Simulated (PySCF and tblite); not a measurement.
The numbers below are computed, except where a source is named.
System: CH2ClO2S (charge -1), numbered as in [O:1]=[SH:2](=[O:3])[CH-:4][Cl:5].

Motion: pyramidal inversion at C4. GFN2-xTB gives an electronic barrier of 10.8 kcal/mol and a reaction energy of -1.4 kcal/mol.

The ion is treated without a counter-ion.

PBE0/pcSseg-1 + D3(BJ) on PBE0-D3(BJ)/def2-SVP geometries gives 1.4 kcal/mol and k(298 K) = 1×10¹² s⁻¹.

(1) What does PBE0/pcSseg-1 + D3(BJ), IEF-PCM methanol give on PBE0-D3(BJ)/def2-SVP geometries?

Programs: tblite and PySCF.

Answers

(1) A barrier of 2.5 kcal/mol, 1.1 above the first DFT barrier (from unrounded values), a reaction energy of -1.8 kcal/mol and, with GFN2-xTB thermal terms, ΔG‡(298 K) = 2.1 kcal/mol and k = 1.7×10¹¹ s⁻¹ (1 equivalent path).
